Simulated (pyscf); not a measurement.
## Four-centre exchange: `[BH2][NH][SiH3]` + `[OH2]` → `[NH2][SiH3]` + `[BH2][OH]`

Gas phase, singlet surface, charge 0. Bonds broken: N2–B3, O10–H11. Bonds formed: N2–H11, B3–O10. Optimised with ωB97X-D3(BJ)/def2-SVP in PySCF. Correlated levels are frozen-core, on RHF or UHF. ΔMP2 is the change of the MP2 total energy from the triple- to the quadruple-zeta basis.

Transition state (Å):

```xyz
12

Si    -2.2533     0.6003    -0.4265
N     -0.6178     0.9438     0.1421
B      0.3802    -0.2910     0.2528
H     -2.2597     0.0583    -1.8142
H     -2.8435    -0.3992     0.5054
H     -3.0613     1.8542    -0.3944
H     -0.1890     1.7883    -0.2338
H     -0.1790    -1.3506     0.0104
H      1.4555    -0.0974    -0.2739
O      0.4860    -0.0781     1.8364
H     -0.2944     0.7230     1.4182
H      0.0644    -0.7987     2.3211
```

One imaginary mode, 1332i cm⁻¹; descent along it reached the two sides named, in the forms told below.

```
bond     change  reactant side (Å)  saddle  product side
-------  ------  -----------------  ------  ------------
N2–B3    breaks              1.418   1.592         1.733
O10–H11  breaks              0.965   1.194         2.344
N2–H11    forms              2.430   1.335         1.023
B3–O10    forms                2.8   1.601         1.434
```

Electronic energies relative to the separated reactants (kJ/mol):

| level | barrier | reaction energy | reverse barrier |
|---|---|---|---|
| ωB97X-D3(BJ)/def2-TZVP | 45.6 | -4.4 | 49.9 |
| PBE/def2-TZVP | 28.5 | -7.1 | 35.6 |
| r²SCAN/def2-TZVP | 32.4 | -8.2 | 40.6 |
| B3LYP-D3(BJ)/def2-TZVP | 50.7 | -6.6 | 57.2 |
| PBE0-D3(BJ)/def2-TZVP | 31.5 | -4.2 | 35.6 |
| M06-2X/def2-TZVP | 40.5 | -5.9 | 46.5 |
| ωB97M-D3(BJ)/def2-TZVP | 45.4 | -6.8 | 52.2 |
| HF/def2-TZVP | 121.3 | -15.0 | 136.3 |
| MP2/def2-QZVPP | 47.2 | +1.3 | 45.9 |
| CCSD/def2-TZVPP | 63.0 | -2.3 | 65.3 |
| CCSD(T)/def2-TZVPP | 52.1 | -0.9 | 53.0 |
| CCSD(T)/def2-TZVPP + ΔMP2(QZVPP) | 55.7 | +0.5 | 55.2 |

With CCSD(T)/def2-TZVPP + ΔMP2(QZVPP) energies and thermal terms (ideal gas, 1 atm, RRHO with modes under 100 cm⁻¹ raised to 100, one conformer, R ln 2 for rigid chiral ones), in kJ/mol:

```tsv
T (K)	ΔH‡	ΔG‡	ΔH	ΔG
298	52.8	101.2	+1.1	-3.4
600	51.7	151.1	0.0	-7.3
900	53.7	200.4	-0.4	-10.9
1200	56.8	248.8	-0.5	-14.4
```

On the product side the descent ends in an adduct with a B–N contact, 40.3 kJ/mol under the separated species and 90.2 kJ/mol under the saddle at ωB97X-D3(BJ)/def2-TZVP. What is counted as broken (B–N) persists as a longer contact in the product adduct; parting that adduct is a step of its own. The reactants may also form a dative adduct at H₂B–NH–SiH₃; it and routes through it were not searched. This is the saddle that the search found; another between the same sides may lie lower. The CCSD(T) − MP2 part came from Ansatz, without density fitting, on the same reference.
